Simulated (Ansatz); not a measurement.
Zinc-blende MgTe (metastable phase), treated with HSE06 in Ansatz (PAW).

Run with plane-wave cutoff 460 eV, 8×8×8 k mesh, Fermi–Dirac smearing 0.01 eV, scalar-relativistic PAW data made under PBE.

The cell is scaled about its equilibrium volume:

```
V (Å³/atom)  P (GPa)  direct gap at Γ (eV)
-----------  -------  --------------------
32.064          2.11                 3.523
32.908          0.98                 3.395
33.531          0.24                 3.304
34.596         -0.87                 3.154
35.440         -1.64                 3.041
```

A straight line through the gaps at Γ against ln V gives a volume deformation potential dE_g(Γ)/d ln V of -4.8 eV: the gap at Γ widens under compression.

Measured, for comparison: band gap 3.67 eV (2 K, zero-point motion not removed; as tabulated in arXiv:1206.3780).

Spin–orbit coupling is not included; with these elements it can move the gap by several tenths of an eV or more.

Ansatz is a first-principles code.
